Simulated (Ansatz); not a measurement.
in.yaml

```yaml
crystal:
  periodic: [false, false, false]
  atoms:
    - {symbol: Sc, position_ang: [0.000000, 0.000000, 0.000000]}
    - {symbol: B, position_ang: [0.000000, 0.000000, 2.134400]}
basis:
  gaussian: {orbitals: def2-SVP}
correlation: {method: fci, electrons: outside_noble_gas}
```

```sh
$ ansatz run in.yaml --threads 1 --pin off --events-out ev --progress --plain --max-ram 2393MiB
```

The program prints:

```
850 factors; integrals over basis functions are off by at most 1.5e-7 eV
mean field evaluation 1: about -21333.1764 eV, gradient 1.7e1 eV
mean field evaluation 2: about -21333.1849 eV, gradient 1.7e1 eV
mean field evaluation 4: about -21335.1197 eV, gradient 1.4e0 eV
mean field evaluation 8: about -21335.1556 eV, gradient 3.4e-1 eV
mean field evaluation 16: about -21335.1742 eV, gradient 3.5e-6 eV
mean field evaluation 32: about -21335.4498 eV, gradient 6.7e-5 eV
mean field evaluation 64: about -21335.0168 eV, gradient 6.6e-1 eV
mean field evaluation 96: about -21334.9739 eV, gradient 6.2e-1 eV
mean field evaluation 128: about -21335.4534 eV, gradient 1.8e-1 eV
mean field evaluation 160: about -21335.4345 eV, gradient 2.5e-1 eV
mean field evaluation 192: about -21335.4441 eV, gradient 3.8e-1 eV
mean field evaluation 224: about -21335.1742 eV, gradient 4.4e-6 eV
mean field evaluation 256: about -21335.1742 eV, gradient 9.4e-6 eV
mean field -21335.44979701 eV, -784.0633183528 hartree, gradient 9.3e-6 eV, S^2 0.000000; 17 other end points of the search recorded, 0 dependent functions left out; unrestricted orbitals would lower it
mean field evaluation 288: about -21337.3128 eV, gradient 2.2e-4 eV
determinant -21335.44298031 eV, -784.0630678437 hartree, with singles and doubles -21339.25026160 eV, -784.2029828506 hartree
determinant -21335.17417258 eV, -784.0531893420 hartree, with singles and doubles -21339.79012158 eV, -784.2228223387 hartree
determinant -21335.44298031 eV, -784.0630678437 hartree, with singles and doubles -21339.22785186 eV, -784.2021593076 hartree
determinant -21335.17417258 eV, -784.0531893420 hartree, with singles and doubles -21339.80180147 eV, -784.2232515668 hartree
unrestricted determinant -21337.31276699 eV, -784.1317812367 hartree, S^2 1.9574
10 core orbitals not correlated: weight in the atoms' cores, before any rotation towards them, 0.999 or more for the frozen orbitals, at most 0.001 for the correlated occupied ones
reference -21335.44298031 eV, -784.0630678437 hartree; 3, 3 occupied and 32, 32 virtual orbitals, 850 factors
state -21340.44709927 eV, -784.2469658237 hartree
10 core orbitals not correlated: weight in the atoms' cores, before any rotation towards them, 0.999 or more for the frozen orbitals, at most 0.001 for the correlated occupied ones
state -21340.47037393 eV, -784.2478211514 hartree
Total energy: -21340.47037393 eV, -784.2478211514 hartree
```

Ran on 1 thread of Arm Neoverse V1, shared host: 11 min wall, 1.2 GiB peak host memory.
